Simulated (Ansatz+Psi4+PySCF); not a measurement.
Results of a calculation; reference values are marked as such.
This PySCF input gave a total energy of -139.52856 hartree.

```python
from pyscf import gto, scf, mp

mol = gto.M(atom="""
C -0.632070 0.000000 0.000000
F 0.749120 0.000000 0.000000
H -0.983180 -0.338490 0.972620
H -0.983220 1.011550 -0.193170
H -0.983200 -0.673080 -0.779440
""", basis='cc-pvtz', charge=0, spin=0)
mf = scf.RHF(mol)
mf.kernel()
pt = mp.MP2(mf, frozen=2).run()
print(mf.e_tot, pt.e_corr, pt.e_tot)
```

(1) Write an input for Ansatz with the same method and basis set.

Results:

(1)

```yaml
crystal:
  periodic: [false, false, false]
  atoms:
    - { symbol: C, position_ang: [-0.63207, 0.0, 0.0] }
    - { symbol: F, position_ang: [0.74912, 0.0, 0.0] }
    - { symbol: H, position_ang: [-0.98318, -0.33849, 0.97262] }
    - { symbol: H, position_ang: [-0.98322, 1.01155, -0.19317] }
    - { symbol: H, position_ang: [-0.9832, -0.67308, -0.77944] }
basis:
  gaussian: { orbitals: cc-pVTZ }
hamiltonian:
  xc: hf
correlation:
  method: mp2
  frozen_orbitals: { C: 1, F: 1, H: 0 }
scf:
  omitted_lower_state_checks: [stability, starts, atomic_configurations, cluster_reference, orbital_swaps, given_window_search, neighbouring_geometries, increment]
```

Ansatz (development build ahead of 0.2.0) gave -139.52856 hartree, 0.07 meV from the first.
